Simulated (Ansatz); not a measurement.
# CH₃Si+ (SMILES [CH+]=[SiH2]): one structure at several levels

One table from this session's results is given with a row withheld; the runs are named, their logs left out.

Program: Ansatz 0.2.0, Gaussian basis. Level of theory: single points in def2-TZVPP. These are calculated values, not measurements.

Cores are frozen in the correlated methods.

**Starting geometry**

5 atoms, charge 1, spin multiplicity 1.

Atoms are counted from 1 here; the program's logs count them from 0.

Bond lengths: C1–Si2 1.880 Å, C1–H3 1.111 Å, Si2–H4 1.534 Å, Si2–H5 1.531 Å. Angles: Si2–C1–H3 175.9°, C1–Si2–H4 117.5°, C1–Si2–H5 117.5°, H4–Si2–H5 125.0°.

As a file:

```
C     0.4834   -0.8751    0.6376
Si   -0.3032    0.4990   -0.3768
H     1.0188   -1.6560    1.2184
H    -1.6245    0.1855   -1.0900
H     0.4402    1.8357   -0.4524
```

The first run:

run/in.yaml

```yaml
crystal:
  periodic: [false, false, false]
  atoms:
    - {symbol: C, position_ang: [0.483400, -0.875100, 0.637600]}
    - {symbol: Si, position_ang: [-0.303200, 0.499000, -0.376800]}
    - {symbol: H, position_ang: [1.018800, -1.656000, 1.218400]}
    - {symbol: H, position_ang: [-1.624500, 0.185500, -1.090000]}
    - {symbol: H, position_ang: [0.440200, 1.835700, -0.452400]}
basis:
  gaussian: {orbitals: def2-TZVPP}
total_charge: 1
correlation: {method: ccsd_t}
output: {forces: true}
```

No record of the launch command was kept for these runs.

Steps of the session up to this table: CCSD(T)/def2-TZVPP; PBE0-D4/def2-TZVPP; wB97M-V/def2-TZVPP; r2SCAN-D4/def2-TZVPP; PBE-D4/def2-TZVPP; BHLYP-D4/def2-TZVPP; B97M-V/def2-TZVPP.

One of the session's tables, all rows but one given; the rest of the session is left out.

| method | RMS force component (eV/Å) | angle to CCSD(T) forces (°) |
| --- | --- | --- |
| CCSD(T) | 1.001 | reference |
| PBE0-D4 | ? | ? |
| wB97M-V | 1.142 | 1.5 |
| r2SCAN-D4 | 1.117 | 6.1 |
| PBE-D4 | 1.079 | 11.5 |
| BHLYP-D4 | 1.188 | 3.6 |
| B97M-V | 1.078 | 4.1 |

**Question.** Estimate the row for PBE0-D4.

As computed: RMS force component (eV/Å): 1.138; angle to CCSD(T) forces (°): 6.3. In the column «RMS force component (eV/Å)» it lies between r2SCAN-D4 (1.117) and wB97M-V (1.142).
